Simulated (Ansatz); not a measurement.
The input, for Ansatz 0.2.0:

```yaml
crystal:
  periodic: [false, false, false]
  atoms:
    - {symbol: Br, position_ang: [0.000000, 0.000000, -1.786667]}
    - {symbol: H, position_ang: [0.000000, 0.000000, -0.042667]}
    - {symbol: Si, position_ang: [0.000000, 0.000000, 1.829333]}
basis:
  gaussian: {orbitals: cc-pVTZ}
magnetization: {spin_polarized: true, initial_magnetization: 2}
hamiltonian: {xc: {name: PBE0}}
output: {orbitals: {seedname: orbitals}}
```

```sh
$ ansatz run in.yaml --threads 1 --pin off --events-out ev --progress --plain --max-ram 4096MiB --backend cpu
```

(1) Roughly how long does this take on 1 thread of AMD EPYC 7R13, shared host, and how much host memory?

```
563 factors; integrals over basis functions are off by at most 1.2e-3 eV
mean field evaluation 1: about -77925.9770 eV, gradient 8.3e0 eV
mean field evaluation 2: about -77925.2848 eV, gradient 1.3e1 eV
mean field evaluation 4: about -77926.7395 eV, gradient 7.8e-1 eV
mean field evaluation 8: about -77926.7672 eV, gradient 6.5e-2 eV
mean field evaluation 16: about -77926.7673 eV, gradient 9.1e-5 eV
mean field -77926.76729728 eV, -2863.7558775152 hartree, gradient 3.3e-5 eV, S^2 2.010410; 1 other end points of the search recorded, 0 dependent functions left out
reference -77926.76732047 eV, -2863.7558783671 hartree; 26, 24 occupied and 65, 67 virtual orbitals, 563 factors
Total energy: -77926.76732047 eV, -2863.7558783671 hartree
```

Results:

(1) 3.7 s wall and 0.2 GiB.
